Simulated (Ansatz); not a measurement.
Diamond-structure Ge was calculated with r²SCAN50 (plane waves, PAW; Ansatz, a first-principles code).

Run with plane-wave cutoff 520 eV, 8×8×8 k mesh, Fermi–Dirac smearing 0.01 eV, scalar-relativistic PAW data made under PBE.

Pressure at four volumes; x = ln(V/22.051 Å³). One pressure is withheld.

```json
[
 {"V (Å³/atom)": "20.949", "x": "-0.0513", "P (GPa)": "5.08"},
 {"V (Å³/atom)": "22.051", "x": "0.0000", "P (GPa)": "0.00"},
 {"V (Å³/atom)": "22.602", "x": "0.0247", "P (GPa)": "-2.06"},
 {"V (Å³/atom)": "22.974", "x": "0.0410", "P (GPa)": "?"}
]
```

Pass a parabola P(x) through the three rows shown, estimate the bulk modulus and its pressure derivative near zero pressure, and predict the withheld pressure.

Slopes between the rows: (0.00 − (5.08))/(0.0000 − (-0.0513)) = -99.03 and (-2.06 − (0.00))/(0.0247 − (0.0000)) = -83.40 GPa. Their difference over the span 0.0760 is c = 15.63/0.0760 = 205.7 GPa, so P(x) = 5.08 + (-99.03)(x − (-0.0513)) + 205.7 (x − (-0.0513))(x − (0.0000)). At the middle row B = −dP/dx = −[-99.03 + 205.7 × 0.0513] = 88.5 GPa, and B′ = dB/dP = 2c/B = 4.6. At x = 0.0410 the parabola gives -3.28 GPa; the run gives -3.30 GPa. The Birch–Murnaghan fit to the energies at all volumes has B0 = 88.3 GPa and B′ = 4.5.

Measured, for comparison: bulk modulus 77.3 GPa (low-temperature value with the zero-point effect removed, our sources range from 77.3 to 79.4; as tabulated in Tanner et al. (2021), arXiv:2110.11888). Computed (rounded) less measured: bulk modulus +14 % (+11 % to +14 % over the range).
